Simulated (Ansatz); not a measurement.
How far each method lies from full CI for AlGe, quartet

Geometry: a point of a stretch scan, not a stationary point.

| atom | x (Å) | y (Å) | z (Å) |
| --- | --- | --- | --- |
| Ge | 0.0000 | 0.0000 | 0.0000 |
| Al | 0.0000 | 0.0000 | 5.5190 |

Basis cc-pVDZ; Ansatz 0.2.0. Only valence electrons are correlated (noble-gas cores and the filled d shells of p-block atoms frozen), which leaves 7 electrons in 26 orbitals. Prefix R: restricted or restricted open-shell reference; prefix U: unrestricted. Active spaces: pair = (5e, 5o) about the gap; valence = (7e, 8o) chosen from the atoms' valence shells. No spin–orbit coupling is included, and no scalar relativity.

Full CI is exact within this basis and frozen core; it isn't the basis-set limit. The frozen core follows each run's orbitals, which can shift R against U totals by a few meV for light atoms and by up to 0.1 eV past Ca.

For open shells CISD is restricted-active-space CI with the open shells as a complete middle space.

```
UHF ⟨S²⟩                          : 3.773
T1 diagnostic (RCCSD)             : 0.0226
largest doubles amplitude (RCCSD) : 0.106
```

```tsv
level	E − E(full CI) (kcal/mol)	share of correlation (%)	wall time
RHF	70.65	0.00	–
RMP2	22.19	68.59	–
CISD	5.68	91.96	6.5 s
RCCSD	1.83	97.41	–
RCCSD(T)	0.80	98.86	20 s
BCCD(T)	0.80	98.87	20 s
RCCSDT	0.28	99.60	–
RCCSDT(Q)	0.21	99.71	29 s
```

The correlation energy at full CI, counted from RHF, is -3.064 eV. That run took 7.9 min on 1 thread of Arm Neoverse V1, shared host over 5,352,180 determinants.

Run but not shown, since their state, orbitals or frozen core can't be matched to the reference's or they repeat it: UHF, UMP2, UCCSD, UCCSD(T), UCCSDT, UCCSDT(Q), CASSCF (pair space), NEVPT2 (pair space), MRCISD (pair space), MRCISD+Q (pair space), CASSCF (valence space), NEVPT2 (valence space), MRCISD (valence space), MRCISD+Q (valence space).

Times hold each run's SCF and search for its determinant on a shared host, so for small cases they say little of a method's own cost; they ran on 1 thread of Arm Neoverse V1.

The full-CI state has the irrep A2 of C2v, in the program's axes (one component, if the state is degenerate).

Natural occupations of full CI about the gap: 1.927 1.886 0.862 0.862 0.735 0.286 0.166 0.166 0.010 0.009; effectively unpaired electrons, Σ n²(2−n)², 3.28.
